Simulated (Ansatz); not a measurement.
# CH4N radical (SMILES C[NH]): functionals against CCSD(T) at one geometry

An exercise on one series of results from a longer session: the logs are not shown, and one member is left open.

Computed with Ansatz 0.2.0, Gaussian basis. Level: single points in def2-TZVPP.

Correlated methods freeze the cores. Orbitals are unrestricted.

## Where the work starts

SMILES `C[NH]`, 6 atoms, charge 0, spin multiplicity 2.

Atoms are counted from 1 here; the program's logs count them from 0.

Bond lengths: C1–N2 1.425 Å, C1–H3 1.089 Å, C1–H4 1.158 Å, C1–H5 1.012 Å, N2–H6 0.971 Å. Angles: N2–C1–H3 109.7°, N2–C1–H4 109.4°, N2–C1–H5 115.3°, H3–C1–H4 106.6°, H3–C1–H5 106.5°, H4–C1–H5 109.0°, C1–N2–H6 109.5°.

Coordinates:

```
C    -0.0016   -0.2726   -0.2392
N    -0.2706    0.4382    0.9658
H    -0.2239    0.3612   -1.0968
H    -0.7087   -1.1862   -0.3121
H     0.9543   -0.5851   -0.3523
H     0.3305    1.1971    1.0363
```

The first run:

The input, run/in.yaml:

```yaml
crystal:
  periodic: [false, false, false]
  atoms:
    - {symbol: C, position_ang: [-0.001600, -0.272600, -0.239200]}
    - {symbol: N, position_ang: [-0.270600, 0.438200, 0.965800]}
    - {symbol: H, position_ang: [-0.223900, 0.361200, -1.096800]}
    - {symbol: H, position_ang: [-0.708700, -1.186200, -0.312100]}
    - {symbol: H, position_ang: [0.954300, -0.585100, -0.352300]}
    - {symbol: H, position_ang: [0.330500, 1.197100, 1.036300]}
basis:
  gaussian: {orbitals: def2-TZVPP}
magnetization: {spin_polarized: true, initial_magnetization: 1}
correlation: {method: ccsd_t}
scf: {omitted_lower_state_checks: [cluster_reference]}
output: {forces: true}
```

The command line of these runs was not kept.

Among the steps run: CCSD(T)/def2-TZVPP; PBE0-D4/def2-TZVPP; wB97M-V/def2-TZVPP; r2SCAN-D4/def2-TZVPP; PBE-D4/def2-TZVPP; BLYP-D4/def2-TZVPP; LC-wPBE/def2-TZVPP.

One table of the session follows, with a row left open; its other results are not shown here.

| method | RMS force component (eV/Å) | angle to CCSD(T) forces (°) | dipole (D) |
| --- | --- | --- | --- |
| CCSD(T) | 1.629 | reference | 1.96 |
| PBE0-D4 | ? | ? | ? |
| wB97M-V | 1.617 | 4.3 | 2.00 |
| r2SCAN-D4 | 1.644 | 5.1 | 1.98 |
| PBE-D4 | 1.738 | 8.5 | 1.98 |
| BLYP-D4 | 1.692 | 6.1 | 2.00 |
| LC-wPBE | 1.655 | 6.2 | 2.03 |

Q: Estimate the row for PBE0-D4 from the others.

The run gave: RMS force component (eV/Å): 1.654; angle to CCSD(T) forces (°): 6.6; dipole (D): 1.98. In the column «RMS force component (eV/Å)» it lies between r2SCAN-D4 (1.644) and LC-wPBE (1.655).
